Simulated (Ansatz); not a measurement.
We consider fcc Pd, described by r²SCAN+rVV10 (plane waves, PAW; Ansatz, a first-principles code).

Numerical settings: plane-wave cutoff 500 eV, 32×32×32 k mesh, Fermi–Dirac smearing 0.1 eV, scalar-relativistic PAW data made under PBE.

Computed at the level's own relaxed cell.

**Question.** Predict the equilibrium volume per atom and lattice parameter a.

**Answer.** 
* **equilibrium volume per atom**: 14.74 Å³/atom
* **lattice parameter a**: 3.892 Å

Measured, for comparison: equilibrium volume per atom 14.56 Å³/atom, lattice constant a 3.876 Å (static lattice: zero-point anharmonic expansion removed; as tabulated in Mejia-Rodriguez and Trickey (2018), arXiv:1807.09216). Computed (rounded) less measured: equilibrium volume per atom +1.2 %, lattice constant a +0.4 %.

It cost roughly 110 core-seconds of CPU time.
